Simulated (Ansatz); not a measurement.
Born–Oppenheimer molecular dynamics of H7SSi2 (10 atoms, charge 1, multiplicity 1). It starts from a relaxed structure.

Method: RKS r2SCAN/def2-SVP (Ansatz).

```yaml
ensemble: NVT, Nosé–Hoover chain
time_step: 0.5 fs
steps_asked: 100
set_temperature: 300 K
thermostat: time constant 50 fs, chain length 1
masses: H 2.014 u
seed: 58711
```

Frames 2.5 fs apart, positions in Å, forces in eV/Å.

Velocities at 5.0 fs (Å/ps):

```
Si 1.30 -1.66 0.70
S 0.66 -0.22 1.44
Si -3.28 -0.02 -3.09
H 1.39 7.25 -1.12
H 9.03 -6.37 11.62
H 2.04 15.39 -0.19
H 4.57 -3.52 5.39
H -6.19 4.19 -0.84
H -12.48 -1.69 -5.07
H 18.60 11.67 0.70
```

```xyz
10
Properties=species:S:1:pos:R:3:forces:R:3 time_fs=5.0 energy_less_start_eV=0.130 T=175
Si -1.427 0.988 -0.555 0.86 0.54 -0.84
S -0.425 -1.047 -0.374 0.24 -0.38 -0.80
Si 1.400 -0.710 0.902 0.23 0.63 0.90
H -2.444 0.787 -1.604 -0.01 -0.08 -0.06
H -0.287 1.921 -0.881 -0.37 -0.30 -0.06
H -1.914 1.240 0.772 -0.38 -0.06 0.89
H 0.222 -1.118 -1.605 -0.46 0.09 0.58
H 2.087 0.514 0.325 -0.33 -0.44 0.25
H 0.684 -0.470 2.249 0.58 -0.19 -0.88
H 2.241 -1.944 0.781 -0.37 0.17 0.02
10
Properties=species:S:1:pos:R:3:forces:R:3 time_fs=7.5 energy_less_start_eV=0.132 T=174
Si -1.423 0.984 -0.554 0.68 0.68 -0.42
S -0.423 -1.048 -0.371 0.03 -0.50 -0.59
Si 1.392 -0.709 0.895 0.39 0.62 0.92
H -2.441 0.803 -1.608 0.02 -0.10 -0.05
H -0.270 1.901 -0.853 -0.31 -0.23 -0.15
H -1.914 1.277 0.783 -0.27 -0.20 0.52
H 0.227 -1.125 -1.584 -0.35 0.10 0.27
H 2.066 0.518 0.326 -0.30 -0.34 0.21
H 0.662 -0.477 2.224 0.56 -0.17 -0.71
H 2.281 -1.913 0.783 -0.46 0.14 0.01
10
Properties=species:S:1:pos:R:3:forces:R:3 time_fs=10.0 energy_less_start_eV=0.125 T=180
Si -1.417 0.982 -0.554 0.21 0.71 0.25
S -0.421 -1.050 -0.370 -0.34 -0.56 -0.09
Si 1.385 -0.707 0.890 0.55 0.43 0.64
H -2.437 0.817 -1.613 0.07 -0.11 -0.01
H -0.262 1.874 -0.829 -0.08 -0.03 -0.25
H -1.923 1.308 0.810 -0.04 -0.38 -0.11
H 0.222 -1.130 -1.555 -0.07 0.07 -0.33
H 2.037 0.512 0.334 -0.16 -0.04 0.07
H 0.655 -0.489 2.178 0.31 -0.09 -0.14
H 2.308 -1.877 0.785 -0.44 -0.01 -0.01
10
Properties=species:S:1:pos:R:3:forces:R:3 time_fs=12.5 energy_less_start_eV=0.186 T=123
Si -1.411 0.981 -0.553 -0.26 0.63 0.75
S -0.420 -1.053 -0.368 -0.66 -0.59 0.31
Si 1.379 -0.704 0.887 0.71 0.18 0.14
H -2.430 0.828 -1.619 0.11 -0.11 0.03
H -0.256 1.846 -0.814 0.19 0.20 -0.33
H -1.932 1.328 0.834 0.13 -0.52 -0.58
H 0.214 -1.132 -1.536 0.17 0.04 -0.82
H 2.003 0.505 0.343 0.05 0.36 -0.11
H 0.658 -0.503 2.128 -0.11 0.04 0.66
H 2.323 -1.842 0.787 -0.32 -0.23 -0.04
10
Properties=species:S:1:pos:R:3:forces:R:3 time_fs=15.0 energy_less_start_eV=0.239 T=73
Si -1.405 0.982 -0.551 -0.47 0.52 0.88
S -0.420 -1.057 -0.366 -0.68 -0.63 0.16
Si 1.375 -0.701 0.884 0.76 0.08 -0.22
H -2.421 0.836 -1.623 0.13 -0.11 0.06
H -0.244 1.824 -0.807 0.33 0.33 -0.35
H -1.938 1.333 0.841 0.20 -0.54 -0.72
H 0.210 -1.133 -1.540 0.12 0.05 -0.73
H 1.970 0.509 0.349 0.19 0.62 -0.22
H 0.658 -0.517 2.098 -0.42 0.12 1.23
H 2.328 -1.813 0.788 -0.15 -0.44 -0.07
10
Properties=species:S:1:pos:R:3:forces:R:3 time_fs=17.5 energy_less_start_eV=0.198 T=113
Si -1.401 0.984 -0.547 -0.27 0.46 0.60
S -0.421 -1.062 -0.363 -0.44 -0.65 -0.43
Si 1.372 -0.698 0.880 0.58 0.29 -0.04
H -2.408 0.840 -1.626 0.11 -0.11 0.05
H -0.224 1.812 -0.811 0.21 0.29 -0.30
H -1.938 1.322 0.827 0.13 -0.45 -0.48
H 0.210 -1.133 -1.565 -0.17 0.07 -0.15
H 1.942 0.531 0.349 0.18 0.54 -0.18
H 0.646 -0.527 2.102 -0.30 0.09 1.04
H 2.328 -1.798 0.786 -0.04 -0.53 -0.10
10
Properties=species:S:1:pos:R:3:forces:R:3 time_fs=20.0 energy_less_start_eV=0.139 T=173
Si -1.397 0.987 -0.542 0.26 0.40 -0.02
S -0.423 -1.069 -0.362 -0.21 -0.61 -0.97
Si 1.370 -0.693 0.876 0.30 0.64 0.51
H -2.392 0.841 -1.628 0.06 -0.10 0.01
H -0.197 1.808 -0.825 -0.08 0.12 -0.18
H -1.935 1.297 0.800 -0.06 -0.26 0.07
H 0.204 -1.130 -1.594 -0.41 0.08 0.40
H 1.919 0.568 0.344 0.06 0.16 -0.02
H 0.626 -0.535 2.136 0.12 0.00 0.29
H 2.327 -1.797 0.781 -0.04 -0.43 -0.10
10
Properties=species:S:1:pos:R:3:forces:R:3 time_fs=22.5 energy_less_start_eV=0.146 T=170
Si -1.392 0.991 -0.537 0.79 0.30 -0.72
S -0.425 -1.076 -0.362 -0.15 -0.51 -1.13
Si 1.369 -0.688 0.874 0.15 0.84 0.98
H -2.373 0.839 -1.629 0.00 -0.09 -0.04
H -0.172 1.807 -0.843 -0.36 -0.03 -0.04
H -1.933 1.265 0.775 -0.27 -0.06 0.68
H 0.187 -1.125 -1.613 -0.45 0.07 0.61
H 1.898 0.610 0.338 -0.05 -0.27 0.16
H 0.609 -0.543 2.180 0.51 -0.06 -0.43
H 2.325 -1.810 0.774 -0.16 -0.18 -0.09
10
Properties=species:S:1:pos:R:3:forces:R:3 time_fs=25.0 energy_less_start_eV=0.160 T=160
Si -1.385 0.995 -0.533 0.98 0.16 -1.00
S -0.428 -1.085 -0.364 -0.29 -0.35 -0.84
Si 1.369 -0.680 0.873 0.13 0.77 1.15
H -2.355 0.834 -1.632 -0.05 -0.06 -0.06
H -0.158 1.806 -0.863 -0.48 -0.09 0.08
H -1.939 1.230 0.769 -0.33 0.06 0.89
H 0.157 -1.118 -1.614 -0.26 0.02 0.39
H 1.875 0.645 0.337 -0.09 -0.54 0.26
H 0.607 -0.553 2.211 0.67 -0.07 -0.81
H 2.317 -1.827 0.763 -0.28 0.11 -0.07
10
Properties=species:S:1:pos:R:3:forces:R:3 time_fs=27.5 energy_less_start_eV=0.124 T=199
Si -1.377 1.000 -0.531 0.64 -0.03 -0.64
S -0.431 -1.095 -0.368 -0.56 -0.16 -0.19
Si 1.368 -0.671 0.875 0.16 0.48 1.01
H -2.338 0.828 -1.637 -0.07 -0.03 -0.05
H -0.158 1.802 -0.880 -0.39 -0.01 0.14
H -1.955 1.196 0.789 -0.13 0.07 0.49
H 0.119 -1.111 -1.604 0.08 -0.02 -0.17
H 1.850 0.664 0.344 -0.03 -0.56 0.25
H 0.624 -0.566 2.220 0.60 -0.04 -0.79
H 2.302 -1.842 0.750 -0.31 0.31 -0.06
10
Properties=species:S:1:pos:R:3:forces:R:3 time_fs=30.0 energy_less_start_eV=0.092 T=235
Si -1.367 1.005 -0.531 -0.02 -0.32 0.00
S -0.436 -1.105 -0.372 -0.75 0.03 0.41
Si 1.368 -0.661 0.879 0.20 0.04 0.56
H -2.322 0.820 -1.643 -0.06 0.01 0.00
H -0.168 1.798 -0.894 -0.11 0.17 0.15
H -1.974 1.164 0.822 0.19 0.07 -0.19
H 0.083 -1.103 -1.600 0.38 -0.06 -0.66
H 1.823 0.667 0.358 0.10 -0.32 0.14
H 0.659 -0.579 2.206 0.30 0.02 -0.35
H 2.277 -1.847 0.736 -0.22 0.36 -0.06
10
Properties=species:S:1:pos:R:3:forces:R:3 time_fs=32.5 energy_less_start_eV=0.116 T=218
Si -1.357 1.009 -0.530 -0.66 -0.65 0.48
S -0.442 -1.115 -0.376 -0.68 0.22 0.44
Si 1.369 -0.650 0.884 0.23 -0.41 -0.13
H -2.309 0.813 -1.649 -0.04 0.05 0.07
H -0.183 1.800 -0.903 0.20 0.36 0.12
H -1.988 1.134 0.851 0.43 0.11 -0.68
H 0.057 -1.098 -1.613 0.42 -0.08 -0.59
H 1.800 0.662 0.376 0.27 0.09 -0.04
H 0.704 -0.592 2.183 -0.16 0.07 0.41
H 2.245 -1.843 0.719 -0.01 0.24 -0.08
```

Of the whole run (50 fs, mean temperature of the second half 186 K): The conserved energy stayed within 0.062 meV per atom of its start (net change 0.029 meV per atom), so the integration is sound. The mean temperature of the second half is 38 % below the set value. A run of 0.05 ps of so small a system gives no equilibrium averages. Limits of this set-up: the dipole of an ion depends on the origin.

Run time: 8.1 min on 2 threads of Arm Neoverse N1, with other jobs on the host, peak memory 0.14 GiB.
